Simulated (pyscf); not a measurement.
Single points on ωB97X-D3(BJ)/def2-SVP structures (PySCF, gas phase). Correlated levels are frozen-core, on RHF or UHF. ΔMP2 is the change of the MP2 total energy from the triple- to the quadruple-zeta basis.

Question: Estimate the classical barrier height and the reaction energy of Cl–BH–Cl + ammonia (NH₃) → hydrogen chloride (HCl) + H₂N–BH–Cl at CCSD(T)/def2-TZVPP + ΔMP2(QZVPP). The step runs on the singlet surface, breaks B–Cl, H–N and forms Cl–H, B–N; take the separated reactants as zero.

Answer: ΔE‡ = 0.27 eV, ΔE = -0.50 eV. Zero-point energy shifts the barrier by -0.01 eV. It is a four-centre exchange, with an imaginary mode of 1144i cm⁻¹. On the reactant side the descent ends in an adduct with a B–N contact (not fully relaxed), 1.25 eV under the separated species and 1.44 eV under the saddle at ωB97X-D3(BJ)/def2-TZVP. What is counted as formed (B–N) is already present as a longer contact in the reactant adduct; forming that adduct is a step of its own. One saddle was located; it need not be the lowest between these sides. The CCSD(T) − MP2 part came from Ansatz, without density fitting, on the same reference.
